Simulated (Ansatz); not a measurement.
Job for Ansatz (a program for electronic structure): R-CCSD(T)/aug-cc-pVDZ on CH4 (SMILES C).

Ansatz 0.2 input:
```yaml
crystal:
  periodic: [false, false, false]
  atoms:
    - {symbol: H, position_ang: [0.00000000, 0.08295411, 1.59016711]}
    - {symbol: C, position_ang: [0.00000000, 0.02871509, 2.67711785]}
    - {symbol: H, position_ang: [0.88825459, 0.52261990, 3.06664029]}
    - {symbol: H, position_ang: [-0.88825459, 0.52261990, 3.06664029]}
    - {symbol: H, position_ang: [0.00000000, -1.01394800, 2.98955227]}
basis:
  gaussian:
    orbitals: aug-cc-pVDZ
magnetization: {spin_polarized: false}
correlation: {method: ccsd_t, electrons: outside_noble_gas}
scf: {lower_state_search: off}
```

Program output:

```
WARN ansatz: RAYON_NUM_THREADS=1 ignored (pool sized by the plan → 1); use --threads N
Functional definition: HF
these checks for a lower state are left out or cut short: stability, starts, cluster_reference, orbital_swaps, neighbouring_geometries, increment
integrals: 0.03 GiB planned
572 factors; integrals over basis functions are off by at most 1.2e-3 eV
mean field: 0.07 GiB planned
mean field evaluation 1: about -1092.4761 eV, gradient 2.4e1 eV
mean field evaluation 2: about -1092.4760 eV, gradient 2.4e1 eV
mean field evaluation 4: about -1093.8761 eV, gradient 1.5e0 eV
mean field evaluation 8: about -1093.8876 eV, gradient 1.7e-6 eV
mean field -1093.88764595 eV, -40.1996295249 hartree, gradient 1.7e-6 eV, S^2 0.000000; 0 other end points of the search recorded, 0 dependent functions left out
1 core orbitals not correlated
reference -1093.88764595 eV, -40.1996295249 hartree; 4, 4 occupied and 54, 54 virtual orbitals, 572 factors
second order -4.56737201 eV of doubles, -0.00000000 eV of singles
coupled cluster: 0.11 GiB planned
cycle   1  -5.04181764 eV  change   -4.7e-1 eV  update   4.2e-2
cycle   2  -5.19136075 eV  change   -1.5e-1 eV  update   1.3e-2
cycle   3  -5.20221683 eV  change   -1.1e-2 eV  update   2.9e-3
cycle   4  -5.20246149 eV  change   -2.4e-4 eV  update   7.9e-4
cycle   5  -5.20244927 eV  change    1.2e-5 eV  update   1.9e-4
cycle   6  -5.20248538 eV  change   -3.6e-5 eV  update   5.3e-5
cycle   7  -5.20250198 eV  change   -1.7e-5 eV  update   1.1e-5
cycle   8  -5.20250456 eV  change   -2.6e-6 eV  update   2.6e-6
perturbative correction -0.12204521 eV, -0.0044850788 hartree
Total energy: -1099.21219572 eV, -40.3953031198 hartree
Checks for a lower state left out: stability, starts, cluster_reference, orbital_swaps, neighbouring_geometries, increment
```

Self-consistency was reached.

Cost: very roughly 1.0 core-seconds.
